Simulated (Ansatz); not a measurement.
# Scan of [GeH$_{3}$···H···Cl], doublet

Starting geometry:

| atom | x (Å) | y (Å) | z (Å) |
| --- | --- | --- | --- |
| Ge | -1.1630 | 0.0000 | 0.0000 |
| H | -1.6744 | 1.4466 | 0.0000 |
| H | -1.6744 | -0.7233 | 1.2528 |
| H | -1.6744 | -0.7233 | -1.2528 |
| H | 0.3714 | 0.0000 | 0.0000 |
| Cl | 2.5150 | 0.0000 | 0.0000 |

From there atom H5 is moved from one fragment to the other while all else, the fragments' distance too, stays fixed, so the hump isn't the reaction's barrier; atoms are numbered as listed. Energies are in kcal/mol, counted from the starting geometry at the same level.

Basis cc-pVDZ; Ansatz 0.2.0. Correlated methods freeze the noble-gas cores and the filled d shells of p-block atoms. Prefix R: restricted or restricted open-shell reference; prefix U: unrestricted. No spin–orbit coupling is included, and no scalar relativity.

For open shells CISD is restricted-active-space CI with the open shells as a complete middle space.

Full CI isn't at hand for all of this; UCCSDT(Q) serves as the reference, and is uncertain by the last step of the cluster series or more.

```json
{"distance Ge1-H5 (Å)": "1.534", "CISD": "0.0"}
{"distance Ge1-H5 (Å)": "1.648", "CISD": "1.7"}
{"distance Ge1-H5 (Å)": "1.874", "CISD": "8.6"}
{"distance Ge1-H5 (Å)": "2.101", "CISD": "2.9"}
{"distance Ge1-H5 (Å)": "2.328", "CISD": "-9.9"}
```

Problem. Estimate the UCCSDT(Q) curve in cc-pVDZ from this one, knowing how CISD errs.

Solution. The computed UCCSDT(Q) values, in kcal/mol from the starting point, and the error of CISD against them:
```
distance Ge1-H5 (Å)  UCCSDT(Q)  CISD less UCCSDT(Q)
              1.534        0.0                  0.0
              1.648        0.9                  0.8
              1.874        5.3                  3.3
              2.101       -0.1                  3.0
              2.328      -11.1                  1.2
```

The error spans 3.3 kcal/mol and is largest, 3.3 kcal/mol, at 1.874 Å.
